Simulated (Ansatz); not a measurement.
`F[SiH3]` and `CF` differ in one element.

Ansatz, PBE0-D4/def2-TZVP geometries, multiplicity 1. 

| property | `F[SiH3]` |
| --- | --- |
| HOMO–LUMO gap (PBE0/def2-TZVPP) / eV | 9.64 |
| HOMO–LUMO gap (ωB97M-V/def2-TZVPP) / eV | 13.65 |
| zero-point energy (PBE0-D4/def2-TZVP) / kJ/mol | 71.7 |
| LUMO energy (PBE0/def2-TZVPP) / eV | -0.13 |
| LUMO energy (PBE/def2-TZVPP) / eV | -1.02 |
| HOMO energy (ωB97M-V/def2-TZVPP) / eV | -12.06 |

Problem. Give the same properties after the change, and the shifts. (Estimate.)

Solution. Computed: 
```tsv
property	`CF`	shift
HOMO–LUMO gap (PBE0/def2-TZVPP) / eV	11.49	1.85
HOMO–LUMO gap (ωB97M-V/def2-TZVPP) / eV	15.42	1.77
zero-point energy (PBE0-D4/def2-TZVP) / kJ/mol	103.3	31.6
LUMO energy (PBE0/def2-TZVPP) / eV	1.68	1.81
LUMO energy (PBE/def2-TZVPP) / eV	0.82	1.84
HOMO energy (ωB97M-V/def2-TZVPP) / eV	-12.27	-0.21
```
